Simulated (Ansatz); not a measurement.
Cd₂P₃I (C2/c, No. 15; cell taken from a computed entry), treated with LDA (plane waves, PAW; Ansatz, a program for electronic structure).

Settings: plane-wave cutoff 520 eV, 6×6×6 k mesh, Fermi–Dirac smearing 0.01 eV, scalar-relativistic PAW data made under PBE.

Cell (relaxed with PBEsol):

```
CELL_PARAMETERS angstrom
      4.10328    -4.62610    -0.00732
      4.10328     4.62610    -0.00732
     -1.24469     0.00000     7.36822
ATOMIC_POSITIONS crystal
  Cd 0.10770 0.39513 0.28366
  Cd 0.89230 0.60487 0.71634
  Cd 0.60487 0.89230 0.21634
  Cd 0.39513 0.10770 0.78366
  P  0.80324 0.19676 0.75000
  P  0.19676 0.80324 0.25000
  P  0.84116 0.93251 0.53632
  P  0.15884 0.06749 0.46368
  P  0.06749 0.15884 0.96368
  P  0.93251 0.84116 0.03632
  I  0.37933 0.62067 0.75000
  I  0.62067 0.37933 0.25000
```

Question: What does this level give for the band gap, smallest direct gap on the k points sampled and direct gap at Γ?

Answer: 
band gap: 0.98 eV
smallest direct gap on the k points sampled: 1.42 eV
direct gap at Γ: 1.82 eV

Note: cell and atoms aren't relaxed at this level (largest force component 0.04 eV/Å, pressure -1.9 GPa).

Spin–orbit coupling is not included; with these elements it can move the gap by several tenths of an eV or more.

Cost on a shared machine: very roughly 5 core-minutes.
